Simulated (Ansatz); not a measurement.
Results of r²SCAN (plane waves, PAW; Ansatz, a first-principles code) for cubic perovskite SrTiO3 (cubic form, which distorts at low temperature).

Numerical settings: plane-wave cutoff 600 eV, 6×6×6 k mesh, finite displacements, no spin polarisation, scalar-relativistic PAW data made under PBE.

The cell has the measured lattice: a = b = c = 3.905 Å, α = β = γ = 90.00°.

Problem. Give the computed electronic dielectric constant ε∞.

Solution. 
* **electronic dielectric constant ε∞**: 5.64

Measured, for comparison: high-frequency dielectric constant 5.2 (temperature not stated, no zero-point or thermal correction; as tabulated in Pishtshev (2010), arXiv:1006.0353). Computed (rounded) less measured: high-frequency dielectric constant +8 %.

Note: the run finds an imaginary mode (91i cm⁻¹), so the cell is a saddle point at this level; the cell isn't this level's own, so it is under some stress, which shifts stiffness and frequencies.

It cost very roughly 2.6 core-minutes of CPU time.
